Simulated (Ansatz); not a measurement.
# Worked example: vertical ionisation energy of H3NO (hydroxylamine)

H3NO: 5 atoms, total charge 0, spin state singlet. As SMILES, `NO`. The coordinates come from a GFN2-xTB relaxation. This is one conformer, not always the lowest.

Both states at this one shape; open shells run unrestricted unless said. 1 Eh = 27.2114 eV.

| level | program | singlet H3NO (Eh) | doublet H3NO+ (Eh) |
| --- | --- | --- | --- |
| HF/STO-3G | Ansatz | -129.259797 | -128.988012 |
| BLYP/STO-3G | Ansatz | -129.850777 | -129.569087 |
| CCSD/STO-3G, 2 core orbitals frozen | Ansatz | -129.370819 | -129.104409 |

Problem. Work out the vertical ionisation energy at each level.

Solution. 
1. HF/STO-3G: -128.988012 − (-129.259797) = 0.271785 Eh = 7.40 eV.
2. BLYP/STO-3G: -129.569087 − (-129.850777) = 0.281690 Eh = 7.67 eV.
3. CCSD/STO-3G: -129.104409 − (-129.370819) = 0.266410 Eh = 7.25 eV.

No measured value is set beside it here; the levels span 7.25 to 7.67 eV. Minimal sets are far from the basis-set limit.
